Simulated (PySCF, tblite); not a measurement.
# C₃HF₃: changes of charge, electronic excitations, EPR parameters

Wanted: changes of charge, electronic excitations, EPR parameters for C₃HF₃ (`C#CC(F)(F)F`).

Computed with tblite 0.8.0 and PySCF 2.14.0 and routines of our own; the level stands in each step. Atoms count from 0.

### Step 1. The starting structure

7 atoms, charge 0, multiplicity 1; geometry from: start built from the parent or by distance geometry.

### Step 2. Optimising the geometry with GFN2-xTB

What the job is given:

```
{"job": {"kind": "relax", "xc": "GFN2-xTB", "basis": "xTB"}, "charge": 0, "multiplicity": 1}
C      1.671300     0.425900    -0.206600
C      0.495700     0.135100    -0.005700
C     -0.870400    -0.245100     0.306300
F     -1.215000    -1.434300    -0.325000
F     -1.650100     0.813600    -0.159600
F     -1.100000    -0.410400     1.652600
H      2.675200     0.725100    -0.416500
```

Launch:

```console
$ OMP_NUM_THREADS=1 python redox_run.py task.json out
```

This one command runs all jobs of the session in turn.

Standard output:

```text
step      E/eV     max force
  0    -572.56921    3.352
  1    -572.51219    8.337
  2    -572.78563    0.893
  3    -572.81084    0.436
  4    -572.82150    0.267
  5    -572.82476    0.181
  6    -572.82868    0.119
  7    -572.82921    0.076
  8    -572.82933    0.042
  9    -572.82942    0.040
 10    -572.82958    0.061
 11    -572.82976    0.067
 12    -572.82997    0.055
 13    -572.83019    0.046
 14    -572.83041    0.052
 15    -572.83057    0.049
 16    -572.83065    0.030
 17    -572.83068    0.019
 18    -572.83071    0.022
 19    -572.83074    0.023
 20    -572.83075    0.013
 21    -572.83076    0.006
```

Wall time 0.05 s (1 thread of Arm Neoverse V2, shared host).

Along the way: (the energy doesn't fall at every step)

| step | energy from step 0 (eV) | largest force (eV/Å) |
| --- | --- | --- |
| 0 | 0.0000 | 3.3524 |
| 1 | 0.0570 | 8.3372 |
| 2 | -0.2164 | 0.8932 |
| 3 | -0.2416 | 0.4355 |
| 4 | -0.2523 | 0.2670 |
| 5 | -0.2555 | 0.1810 |
| 6 | -0.2595 | 0.1186 |
| 7 | -0.2600 | 0.0758 |
| 8 | -0.2601 | 0.0418 |
| 9 | -0.2602 | 0.0401 |
| 10 | -0.2604 | 0.0615 |
| 11 | -0.2605 | 0.0668 |
| 12 | -0.2608 | 0.0551 |
| 13 | -0.2610 | 0.0456 |
| 14 | -0.2612 | 0.0518 |
| 15 | -0.2614 | 0.0493 |
| 16 | -0.2614 | 0.0297 |
| 17 | -0.2615 | 0.0187 |
| 18 | -0.2615 | 0.0216 |
| 19 | -0.2615 | 0.0229 |
| 20 | -0.2615 | 0.0130 |
| 21 | -0.2616 | 0.0063 |

Close pairs (by a distance rule), those that changed most:

| bond | before (Å) | after (Å) | change (Å) |
| --- | --- | --- | --- |
| C2–F4 | 1.395 | 1.341 | -0.054 |
| C2–F3 | 1.390 | 1.341 | -0.048 |
| C2–F5 | 1.376 | 1.341 | -0.034 |
| C0–C1 | 1.228 | 1.196 | -0.032 |
| C0–H6 | 1.068 | 1.051 | -0.018 |
| C1–C2 | 1.452 | 1.458 | +0.006 |

The end geometry stands in the next job.

### Step 3. Vibrational analysis with GFN2-xTB

What the job is given:

```
{"job": {"kind": "ir", "xc": "GFN2-xTB", "basis": "xTB"}, "charge": 0, "multiplicity": 1}
C      1.667073     0.432221    -0.208865
C      0.529940     0.137444     0.015864
C     -0.856501    -0.220140     0.290478
F     -1.209212    -1.362882    -0.317019
F     -1.710472     0.724781    -0.130360
F     -1.080720    -0.390689     1.601946
H      2.666559     0.689074    -0.406608
```

Standard output:

```text
mode    cm-1     km/mol
  1     153.1      0.01
  2     153.3      0.01
  3     406.0      4.52
  4     406.3      4.52
  5     493.0     41.05
  6     537.0      2.22
  7     537.2      2.23
  8     693.3     15.88
  9     693.4     15.93
 10     767.5      0.19
 11    1042.8    353.53
 12    1042.9    353.66
 13    1167.9    267.07
 14    2282.9     25.71
 15    3381.6     25.52
ZPE 82.291  H(298)-E 99.844  G(298)-E 7.936 kJ/mol  S 308.26 J/(mol K)
```

Run time: 0.09 s. Hardware: 1 thread of Arm Neoverse V2, shared host.

Which atoms move in the most intense modes:

| cm⁻¹ | km/mol | atoms |
| --- | --- | --- |
| 493 | 41.0 | C0 23 %, C1 19 %, F4 17 %, F5 17 % |
| 693 | 15.9 | H6 79 %, C0 12 % |
| 693 | 15.9 | H6 79 %, C0 12 % |
| 1043 | 353.5 | C2 74 %, F5 13 %, F4 11 % |
| 1043 | 353.7 | C2 74 %, F3 16 % |
| 1168 | 267.1 | C2 78 % |
| 2283 | 25.7 | C1 58 %, C0 32 % |
| 3382 | 25.5 | H6 86 %, C0 13 % |

### Step 4. Optimising the geometry at PBE0-D3(BJ)/def2-SVP

Settings changed since step 3:

```diff
@@ -1,2 +1,2 @@
-{"job": {"kind": "ir", "xc": "GFN2-xTB", "basis": "xTB"}, "charge": 0, "multiplicity": 1}
+{"job": {"xc": "PBE0", "basis": "def2-SVP", "d3": "d3bj", "grid": 1, "kind": "geom"}, "charge": 0, "multiplicity": 1}
 C      1.667073     0.432221    -0.208865
```

Standard output:

```text
step   0  E = -413.64006181  max force = 0.022679
step   1  E = -413.64081220  max force = 0.009662
step   2  E = -413.64108958  max force = 0.004487
step   3  E = -413.64120209  max force = 0.002064
step   4  E = -413.64124695  max force = 0.001083
step   5  E = -413.64126184  max force = 0.001083
step   6  E = -413.64126758  max force = 0.000445
optimisation converged
```

It took 12 s on 1 thread of Arm Neoverse V2, shared host.

The steps of the relaxation:

| step | energy from step 0 (eV) | largest force component (eV/Å) |
| --- | --- | --- |
| 0 | 0.0000 | 1.1662 |
| 1 | -0.0204 | 0.4968 |
| 2 | -0.0280 | 0.2307 |
| 3 | -0.0310 | 0.1061 |
| 4 | -0.0322 | 0.0557 |
| 5 | -0.0327 | 0.0557 |
| 6 | -0.0328 | 0.0229 |

Close pairs (by a distance rule), those that changed most:

| bond | before (Å) | after (Å) | change (Å) |
| --- | --- | --- | --- |
| C0–H6 | 1.051 | 1.076 | +0.025 |
| C1–C2 | 1.458 | 1.469 | +0.011 |
| C0–C1 | 1.196 | 1.207 | +0.011 |
| C2–F5 | 1.341 | 1.331 | -0.010 |
| C2–F3 | 1.341 | 1.331 | -0.010 |
| C2–F4 | 1.341 | 1.332 | -0.009 |

The final coordinates are the input of the step that follows.

| at the end point | value |
| --- | --- |
| point group (found at 0.08 Å tolerance) | C3v |
| rotational constants (GHz, main isotopes) | 5.740, 2.878, 2.876 |
| dipole moment (D) | 2.23 |

### Step 5. Harmonic vibrations (C₃HF₃): PBE0-D3(BJ)/def2-SVP

What the job is given:

```
{"job": {"xc": "PBE0", "basis": "def2-SVP", "d3": "d3bj", "grid": 2, "kind": "hessian"}, "charge": 0, "multiplicity": 1}
C      1.622219     0.579706    -0.208314
C      0.504633     0.184596     0.016926
C     -0.853300    -0.302962     0.293755
F     -1.407705    -0.821054    -0.799985
F     -1.638441     0.684313     0.722617
F     -0.837382    -1.248599     1.230162
H      2.617199     0.935759    -0.410185
```

Standard output:

```text
coarse grid: 7136 points
cycle   1  E = -413.4348025979  dE =  9.970e-01  |g| = 9.161e-01  |ddm| = 3.091e+00
cycle   2  E = -413.2904827306  dE =  1.443e-01  |g| = 1.328e+00  |ddm| = 1.568e+00
cycle   3  E = -413.5774708717  dE = -2.870e-01  |g| = 1.735e-01  |ddm| = 9.298e-01
cycle   4  E = -413.5836831066  dE = -6.212e-03  |g| = 7.838e-02  |ddm| = 1.858e-01
cycle   5  E = -413.5851748278  dE = -1.492e-03  |g| = 1.503e-02  |ddm| = 6.310e-02
cycle   6  E = -413.5852280008  dE = -5.317e-05  |g| = 1.877e-03  |ddm| = 1.525e-02
cycle   7  E = -413.5852288601  dE = -8.593e-07  |g| = 2.579e-04  |ddm| = 2.126e-03
final grid: 73808 points
cycle   8  E = -413.6412327164  dE = -1.972e-05  |g| = 4.896e-03  |ddm| = 1.415e-02
cycle   9  E = -413.6412302429  dE =  2.474e-06  |g| = 6.473e-03  |ddm| = 8.326e-03
cycle  10  E = -413.6412373520  dE = -7.109e-06  |g| = 3.581e-04  |ddm| = 4.486e-03
cycle  11  E = -413.6412373761  dE = -2.410e-08  |g| = 1.829e-04  |ddm| = 4.895e-04
cycle  12  E = -413.6412373813  dE = -5.217e-09  |g| = 1.135e-04  |ddm| = 2.051e-04
cycle  13  E = -413.6412373846  dE = -3.252e-09  |g| = 1.303e-05  |ddm| = 9.435e-05
cycle  14  E = -413.6412373846  dE = -3.342e-11  |g| = 4.754e-06  |ddm| = 1.393e-05
converged SCF energy = -413.6412373846

mode    cm-1
  1     184.8
  2     185.1
  3     465.3
  4     465.6
  5     548.6
  6     629.8
  7     629.9
  8     749.2
  9     749.2
 10     838.3
 11    1246.4
 12    1250.0
 13    1291.5
 14    2276.5
 15    3483.2
ZPE 89.681  H(298)-E 106.020  G(298)-E 16.354 kJ/mol  S 300.74 J/(mol K)
```

Wall time 50 s (1 thread of Arm Neoverse V2, shared host); peak memory 1.4 GiB.

Zero-point energy 89.68 kJ/mol (xTB gave 82.29).

### Step 6. Single point (C₃HF₃): wB97X-D3(BJ)/ma-def2-TZVP

Geometry: PBE0-D3(BJ)/def2-SVP.

Settings changed since step 5:

```diff
@@ -1,2 +1,2 @@
-{"job": {"xc": "PBE0", "basis": "def2-SVP", "d3": "d3bj", "grid": 2, "kind": "hessian"}, "charge": 0, "multiplicity": 1}
+{"job": {"kind": "sp", "xc": "wB97X", "basis": "ma-def2-TZVP", "d3": "d3bj", "grid": 2}, "charge": 0, "multiplicity": 1}
 C      1.622219     0.579706    -0.208314
```

Standard output:

```text
coarse grid: 7136 points
cycle   1  E = -414.4284685881  dE =  1.163e+00  |g| = 1.015e+00  |ddm| = 2.517e+00
cycle   2  E = -414.4248177437  dE =  3.651e-03  |g| = 1.139e+00  |ddm| = 2.594e+00
cycle   3  E = -414.6090290816  dE = -1.842e-01  |g| = 9.079e-02  |ddm| = 1.308e+00
cycle   4  E = -414.6102694162  dE = -1.240e-03  |g| = 4.857e-02  |ddm| = 1.256e-01
cycle   5  E = -414.6107890174  dE = -5.196e-04  |g| = 1.382e-02  |ddm| = 9.437e-02
cycle   6  E = -414.6108281939  dE = -3.918e-05  |g| = 2.209e-03  |ddm| = 1.701e-02
cycle   7  E = -414.6108295705  dE = -1.377e-06  |g| = 3.730e-04  |ddm| = 5.214e-03
final grid: 73808 points
cycle   8  E = -414.6133610497  dE = -6.451e-05  |g| = 7.035e-03  |ddm| = 1.256e-01
cycle   9  E = -414.6133613946  dE = -3.450e-07  |g| = 6.599e-03  |ddm| = 8.914e-03
cycle  10  E = -414.6133666785  dE = -5.284e-06  |g| = 5.819e-04  |ddm| = 4.910e-03
cycle  11  E = -414.6133667243  dE = -4.572e-08  |g| = 2.775e-04  |ddm| = 1.324e-03
cycle  12  E = -414.6133667399  dE = -1.560e-08  |g| = 7.990e-05  |ddm| = 4.572e-04
cycle  13  E = -414.6133667413  dE = -1.451e-09  |g| = 1.109e-05  |ddm| = 7.595e-05
converged SCF energy = -414.6133667413
```

Run time: 6.8 s. Hardware: 1 thread of Arm Neoverse V2, shared host; peak memory 0.66 GiB.

### Step 7. Single point (C3HF3+ (doublet)): wB97X-D3(BJ)/ma-def2-TZVP

Geometry: PBE0-D3(BJ)/def2-SVP, that of another charge or spin state.

Settings changed since step 6:

```diff
@@ -1,2 +1,2 @@
-{"job": {"kind": "sp", "xc": "wB97X", "basis": "ma-def2-TZVP", "d3": "d3bj", "grid": 2}, "charge": 0, "multiplicity": 1}
+{"job": {"kind": "sp", "xc": "wB97X", "basis": "ma-def2-TZVP", "d3": "d3bj", "grid": 2}, "charge": 1, "multiplicity": 2}
 C      1.622219     0.579706    -0.208314
```

Standard output:

```text
final grid: 73808 points
cycle   1  E = -414.1620611485  dE = -4.290e-02  |g| = 1.593e-01  |ddm| = 1.736e+00
cycle   2  E = -414.1683361033  dE = -6.275e-03  |g| = 1.222e-01  |ddm| = 7.175e-01
cycle   3  E = -414.1731797983  dE = -4.844e-03  |g| = 2.726e-02  |ddm| = 2.710e-01
cycle   4  E = -414.1734234515  dE = -2.437e-04  |g| = 4.967e-03  |ddm| = 3.572e-02
cycle   5  E = -414.1734529297  dE = -2.948e-05  |g| = 2.137e-03  |ddm| = 1.482e-02
cycle   6  E = -414.1734634984  dE = -1.057e-05  |g| = 9.400e-04  |ddm| = 5.214e-03
cycle   7  E = -414.1734661869  dE = -2.688e-06  |g| = 5.632e-04  |ddm| = 5.115e-03
cycle   8  E = -414.1734668800  dE = -6.931e-07  |g| = 1.580e-04  |ddm| = 2.804e-03
cycle   9  E = -414.1734669300  dE = -5.000e-08  |g| = 9.375e-05  |ddm| = 7.128e-04
cycle  10  E = -414.1734669357  dE = -5.690e-09  |g| = 2.421e-05  |ddm| = 1.475e-04
converged SCF energy = -414.1734669357
```

Wall time 12 s (1 thread of Arm Neoverse V2, shared host); peak memory 0.78 GiB.

### Step 8. Optimising the geometry with GFN2-xTB

This step treats C₃HF₃+ (doublet), labelled `[CH]=[C+]C(F)(F)F` (the label fixes atoms and charge, not where charge and spin sit).

What the job is given:

```
{"job": {"kind": "relax", "xc": "GFN2-xTB", "basis": "xTB"}, "charge": 1, "multiplicity": 2}
C      1.638500     0.573600    -0.213600
C      0.493900     0.193300    -0.006100
C     -0.835900    -0.310600     0.296900
F     -1.410200    -0.806400    -0.820600
F     -1.641700     0.680500     0.734000
F     -0.848400    -1.250300     1.221400
H      2.617600     0.941600    -0.421200
```

Standard output:

```text
step      E/eV     max force
  0    -555.41210    2.313
  1    -555.42860    3.892
  2    -555.50802    0.356
  3    -555.51303    0.259
  4    -555.51882    0.231
  5    -555.52223    0.269
  6    -555.53064    0.597
  7    -555.54020    0.377
  8    -555.55193    0.243
  9    -555.56487    0.300
 10    -555.56795    0.249
 11    -555.57359    0.064
 12    -555.57374    0.061
 13    -555.57431    0.059
 14    -555.57462    0.061
 15    -555.57485    0.046
 16    -555.57497    0.040
 17    -555.57508    0.033
 18    -555.57514    0.023
 19    -555.57517    0.011
 20    -555.57517    0.008
```

It took 0.07 s on 1 thread of Arm Neoverse V2, shared host.

Relaxation path:

| step | energy from step 0 (eV) | largest force (eV/Å) |
| --- | --- | --- |
| 0 | 0.0000 | 2.3133 |
| 1 | -0.0165 | 3.8917 |
| 2 | -0.0959 | 0.3561 |
| 3 | -0.1009 | 0.2592 |
| 4 | -0.1067 | 0.2311 |
| 5 | -0.1101 | 0.2688 |
| 6 | -0.1185 | 0.5974 |
| 7 | -0.1281 | 0.3772 |
| 8 | -0.1398 | 0.2435 |
| 9 | -0.1528 | 0.2998 |
| 10 | -0.1558 | 0.2487 |
| 11 | -0.1615 | 0.0643 |
| 12 | -0.1616 | 0.0605 |
| 13 | -0.1622 | 0.0592 |
| 14 | -0.1625 | 0.0608 |
| 15 | -0.1627 | 0.0461 |
| 16 | -0.1629 | 0.0398 |
| 17 | -0.1630 | 0.0330 |
| 18 | -0.1630 | 0.0229 |
| 19 | -0.1631 | 0.0112 |
| 20 | -0.1631 | 0.0083 |

Distances of close pairs at the start and the end, largest changes first:

| bond | before (Å) | after (Å) | change (Å) |
| --- | --- | --- | --- |
| C1–C2 | 1.454 | 1.511 | +0.057 |
| C2–F4 | 1.350 | 1.306 | -0.044 |
| C0–C1 | 1.224 | 1.205 | -0.019 |
| C0–H6 | 1.066 | 1.080 | +0.013 |
| C2–F5 | 1.318 | 1.306 | -0.012 |
| C2–F3 | 1.351 | 1.341 | -0.010 |

The end geometry stands in the next job.

### Step 9. Infrared spectrum with GFN2-xTB

What the job is given:

```
{"job": {"kind": "ir", "xc": "GFN2-xTB", "basis": "xTB"}, "charge": 1, "multiplicity": 2}
C      1.602531     0.548076    -0.322548
C      0.491001     0.164103    -0.058734
C     -0.887524    -0.300520     0.350294
F     -1.319223    -0.772957    -0.827913
F     -1.638920     0.689877     0.750771
F     -0.838503    -1.256500     1.238794
H      2.604528     0.949489    -0.339843
```

Standard output:

```text
mode    cm-1     km/mol
  1     152.4      3.35
  2     162.5      1.62
  3     342.7      0.04
  4     380.7      5.26
  5     438.1     18.75
  6     461.2     56.74
  7     511.8     17.79
  8     562.7      9.80
  9     663.4     69.05
 10     763.7      6.13
 11     911.7    105.33
 12    1065.9    100.88
 13    1106.3     91.54
 14    2088.0    197.30
 15    3018.5    786.33
ZPE 75.540  H(298)-E 93.878  G(298)-E -3.680 kJ/mol  S 327.21 J/(mol K)
```

Run time: 0.1 s. Hardware: 1 thread of Arm Neoverse V2, shared host.

The strongest bands and the atoms that carry them (share of the mass-weighted mode):

| cm⁻¹ | km/mol | atoms |
| --- | --- | --- |
| 438 | 18.8 | F3 29 %, F5 22 %, F4 21 %, H6 13 % |
| 461 | 56.7 | C0 23 %, F5 22 %, F4 22 %, C1 19 % |
| 663 | 69.0 | H6 82 %, C0 15 % |
| 912 | 105.3 | C2 67 %, F3 29 % |
| 1066 | 100.9 | C2 69 %, F4 13 %, F5 13 % |
| 1106 | 91.5 | C2 67 %, F5 16 %, F4 16 % |
| 2088 | 197.3 | C1 56 %, C0 34 % |
| 3018 | 786.3 | H6 86 %, C0 13 % |

### Step 10. Relaxing the molecule at PBE0-D3(BJ)/def2-SVP

This step treats C₃HF₃+ (doublet), labelled `[CH]=[C+]C(F)(F)F` (the label fixes atoms and charge, not where charge and spin sit).

Settings changed since step 9:

```diff
@@ -1,2 +1,2 @@
-{"job": {"kind": "ir", "xc": "GFN2-xTB", "basis": "xTB"}, "charge": 1, "multiplicity": 2}
+{"job": {"xc": "PBE0", "basis": "def2-SVP", "d3": "d3bj", "grid": 1, "kind": "geom"}, "charge": 1, "multiplicity": 2}
 C      1.602531     0.548076    -0.322548
```

Standard output:

```text
step   0  E = -413.20672082  max force = 0.089964
step   1  E = -413.21304987  max force = 0.006543
step   2  E = -413.21353439  max force = 0.007822
step   3  E = -413.21385211  max force = 0.005544
step   4  E = -413.21394494  max force = 0.001475
step   5  E = -413.21397730  max force = 0.001421
step   6  E = -413.21399305  max force = 0.001756
step   7  E = -413.21399544  max force = 0.000885
step   8  E = -413.21399277  max force = 0.000316
step   9  E = -413.21398697  max force = 0.001418
step  10  E = -413.21398891  max force = 0.001110
step  11  E = -413.21399124  max force = 0.000529
step  12  E = -413.21399350  max force = 0.000329
optimisation converged
```

It took 39 s on 1 thread of Arm Neoverse V2, shared host.

The steps of the relaxation:

| step | energy from step 0 (eV) | largest force component (eV/Å) |
| --- | --- | --- |
| 0 | 0.0000 | 4.6261 |
| 1 | -0.1722 | 0.3365 |
| 2 | -0.1854 | 0.4022 |
| 3 | -0.1941 | 0.2851 |
| 4 | -0.1966 | 0.0758 |
| 5 | -0.1975 | 0.0731 |
| 6 | -0.1979 | 0.0903 |
| 7 | -0.1980 | 0.0455 |
| 8 | -0.1979 | 0.0162 |
| 9 | -0.1977 | 0.0729 |
| 10 | -0.1978 | 0.0571 |
| 11 | -0.1978 | 0.0272 |
| 12 | -0.1979 | 0.0169 |

Distances of close pairs at the start and the end, largest changes first:

| bond | before (Å) | after (Å) | change (Å) |
| --- | --- | --- | --- |
| C0–C1 | 1.205 | 1.255 | +0.049 |
| C2–F3 | 1.341 | 1.316 | -0.025 |
| C1–C2 | 1.511 | 1.526 | +0.015 |
| C0–H6 | 1.080 | 1.093 | +0.013 |
| C2–F4 | 1.306 | 1.302 | -0.004 |
| C2–F5 | 1.306 | 1.302 | -0.004 |

The end geometry stands in the next job.

| at the end point | value |
| --- | --- |
| point group (found at 0.08 Å tolerance) | Cs |
| rotational constants (GHz, main isotopes) | 5.718, 2.860, 2.853 |
| ⟨S²⟩ | 0.752 |

### Step 11. Harmonic vibrations (C3HF3+ (doublet), [CH]=[C+]C(F)(F)F): PBE0-D3(BJ)/def2-SVP

What the job is given:

```
{"job": {"xc": "PBE0", "basis": "def2-SVP", "d3": "d3bj", "grid": 2, "kind": "hessian"}, "charge": 1, "multiplicity": 2}
C      1.705401     0.479614    -0.069148
C      0.503508     0.156482     0.088668
C     -0.957322    -0.259105     0.234790
F     -1.266911    -0.733561    -0.953171
F     -1.671811     0.787717     0.531281
F     -1.049804    -1.175673     1.154335
H      2.751760     0.767283    -0.199160
```

Standard output:

```text
coarse grid: 7136 points
cycle   1  E = -412.9886493661  dE =  1.430e+00  |g| = 6.637e-01  |ddm| = 2.178e+00
cycle   2  E = -412.7464414026  dE =  2.422e-01  |g| = 1.092e+00  |ddm| = 1.196e+00
cycle   3  E = -413.1517152322  dE = -4.053e-01  |g| = 1.349e-01  |ddm| = 7.655e-01
cycle   4  E = -413.1577087199  dE = -5.993e-03  |g| = 5.239e-02  |ddm| = 1.352e-01
cycle   5  E = -413.1587224585  dE = -1.014e-03  |g| = 2.279e-02  |ddm| = 5.615e-02
cycle   6  E = -413.1589602099  dE = -2.378e-04  |g| = 5.838e-03  |ddm| = 2.097e-02
cycle   7  E = -413.1589753482  dE = -1.514e-05  |g| = 2.587e-03  |ddm| = 6.318e-03
cycle   8  E = -413.1589794562  dE = -4.108e-06  |g| = 7.177e-04  |ddm| = 3.171e-03
final grid: 73808 points
cycle   9  E = -413.2139698399  dE = -1.768e-05  |g| = 2.589e-03  |ddm| = 9.038e-03
cycle  10  E = -413.2139682174  dE =  1.623e-06  |g| = 3.549e-03  |ddm| = 4.604e-03
cycle  11  E = -413.2139725194  dE = -4.302e-06  |g| = 2.998e-04  |ddm| = 2.396e-03
cycle  12  E = -413.2139725516  dE = -3.227e-08  |g| = 1.595e-04  |ddm| = 3.693e-04
cycle  13  E = -413.2139725657  dE = -1.406e-08  |g| = 6.033e-05  |ddm| = 1.708e-04
cycle  14  E = -413.2139725694  dE = -3.765e-09  |g| = 1.993e-05  |ddm| = 8.987e-05
cycle  15  E = -413.2139725709  dE = -1.459e-09  |g| = 1.601e-05  |ddm| = 6.322e-05
cycle  16  E = -413.2139725720  dE = -1.112e-09  |g| = 1.011e-05  |ddm| = 5.978e-05
cycle  17  E = -413.2139725729  dE = -9.157e-10  |g| = 7.885e-06  |ddm| = 5.953e-05
cycle  18  E = -413.2139725736  dE = -6.917e-10  |g| = 6.810e-06  |ddm| = 4.828e-05
cycle  19  E = -413.2139725744  dE = -7.442e-10  |g| = 6.696e-06  |ddm| = 5.351e-05
cycle  20  E = -413.2139725748  dE = -4.427e-10  |g| = 6.493e-06  |ddm| = 3.259e-05
cycle  21  E = -413.2139725764  dE = -1.593e-09  |g| = 6.284e-06  |ddm| = 1.197e-04
cycle  22  E = -413.2139725874  dE = -1.098e-08  |g| = 4.995e-06  |ddm| = 1.096e-03
cycle  23  E = -413.2139725902  dE = -2.824e-09  |g| = 3.537e-06  |ddm| = 4.852e-04
cycle  24  E = -413.2139725920  dE = -1.782e-09  |g| = 1.676e-06  |ddm| = 6.248e-04
cycle  25  E = -413.2139725921  dE = -1.094e-10  |g| = 1.076e-06  |ddm| = 1.277e-04
cycle  26  E = -413.2139725921  dE = -2.103e-11  |g| = 6.442e-07  |ddm| = 6.156e-05
converged SCF energy = -413.2139725921

mode    cm-1
  1     138.4
  2     140.8
  3     420.7
  4     433.0
  5     497.3
  6     582.7
  7     609.9
  8     706.9
  9     765.7
 10     832.5
 11    1153.3
 12    1286.8
 13    1346.2
 14    2056.4
 15    3324.0
ZPE 85.501  H(298)-E 102.642  G(298)-E 6.694 kJ/mol  S 321.81 J/(mol K)
```

Wall time 1.8 min (1 thread of Arm Neoverse V2, shared host); peak memory 1.5 GiB.

Zero-point energy 85.50 kJ/mol (xTB gave 75.54).

### Step 12. Single point (C3HF3): wB97X-D3(BJ)/ma-def2-TZVP

Geometry: PBE0-D3(BJ)/def2-SVP, that of another charge or spin state.

Settings changed since step 11:

```diff
@@ -1,2 +1,2 @@
-{"job": {"xc": "PBE0", "basis": "def2-SVP", "d3": "d3bj", "grid": 2, "kind": "hessian"}, "charge": 1, "multiplicity": 2}
+{"job": {"kind": "sp", "xc": "wB97X", "basis": "ma-def2-TZVP", "d3": "d3bj", "grid": 2}, "charge": 0, "multiplicity": 1}
 C      1.705401     0.479614    -0.069148
```

Standard output:

```text
coarse grid: 7136 points
cycle   1  E = -414.4210214845  dE =  1.147e+00  |g| = 9.973e-01  |ddm| = 2.379e+00
cycle   2  E = -414.4271818414  dE = -6.160e-03  |g| = 1.088e+00  |ddm| = 1.837e+00
cycle   3  E = -414.5948656740  dE = -1.677e-01  |g| = 9.538e-02  |ddm| = 9.385e-01
cycle   4  E = -414.5962065834  dE = -1.341e-03  |g| = 5.276e-02  |ddm| = 1.127e-01
cycle   5  E = -414.5968324505  dE = -6.259e-04  |g| = 1.487e-02  |ddm| = 8.049e-02
cycle   6  E = -414.5968776107  dE = -4.516e-05  |g| = 2.191e-03  |ddm| = 1.564e-02
cycle   7  E = -414.5968789517  dE = -1.341e-06  |g| = 4.882e-04  |ddm| = 4.937e-03
final grid: 73808 points
cycle   8  E = -414.5981568473  dE = -5.855e-05  |g| = 7.645e-03  |ddm| = 1.099e-01
cycle   9  E = -414.5981571916  dE = -3.443e-07  |g| = 7.259e-03  |ddm| = 8.190e-03
cycle  10  E = -414.5981635497  dE = -6.358e-06  |g| = 5.593e-04  |ddm| = 4.313e-03
cycle  11  E = -414.5981635910  dE = -4.126e-08  |g| = 3.085e-04  |ddm| = 9.988e-04
cycle  12  E = -414.5981636110  dE = -2.002e-08  |g| = 8.081e-05  |ddm| = 4.004e-04
cycle  13  E = -414.5981636125  dE = -1.520e-09  |g| = 1.040e-05  |ddm| = 6.523e-05
converged SCF energy = -414.5981636125
```

It took 6.8 s on 1 thread of Arm Neoverse V2, shared host; peak memory 0.65 GiB.

(Part 1 of 3 ends here.)
